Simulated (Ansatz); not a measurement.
`O=BCl` + H–F → `O=BF` + HCl at 700 K and 1 bar (ligand exchange at a B–Cl bond).

Calculated with Ansatz (gas phase, PBE0-D4/def2-TZVP geometries, no zero-point term in ΔE). CCSD(T)/CBS is extrapolated from def2-TZVPP and def2-QZVPP, frozen cores.

```
species  CCSD(T)/CBS energy (Eh)  H − E (kJ/mol)  S (J/(mol·K))
`O=BCl`               -559.81971            52.1          278.7
    H–F               -100.39431            45.2          198.5
 `O=BF`               -199.84339            54.1          264.2
    HCl               -460.38167            38.4          211.8
```

H − E and S are ideal-gas, rigid-rotor, harmonic terms from PBE0-D4/def2-TZVP. 1 Eh = 2625.50 kJ/mol, R = 8.31446 J/(mol·K).

**Question.** By hand: ΔE, ΔH, ΔS and ΔG.

**Answer.** ΔE = (-199.84339) + (-460.38167) − (-559.81971) − (-100.39431) = -0.01104 Eh = -29.0 kJ/mol. Δ(H − E) = 54.1 + 38.4 − 52.1 − 45.2 = -4.8, so ΔH = -33.8 kJ/mol. ΔS = 264.2 + 211.8 − 278.7 − 198.5 = -1.2 J/(mol·K). ΔG = -33.8 − 700 × (-1.2)/1000 = -33.0 kJ/mol.

**Question.** By hand: the equilibrium constant, and the temperature at which ΔG would vanish if ΔH and ΔS stayed fixed.

**Answer.** log₁₀ K = −ΔG/(RT ln 10) = 2.5. ΔG = 0 at ΔH/ΔS = 28167 K, far beyond where these terms or the molecules hold.

The number of gas molecules stays the same, so ΔS is small and ΔH decides. A doubt of 5 kJ/mol in ΔE shifts log₁₀ K by 0.4 here. These are equilibria of isolated gas molecules and say nothing of rates. Largest T1 diagnostic: 0.016 (customary marks: 0.02 for closed shells, 0.045 for open ones).
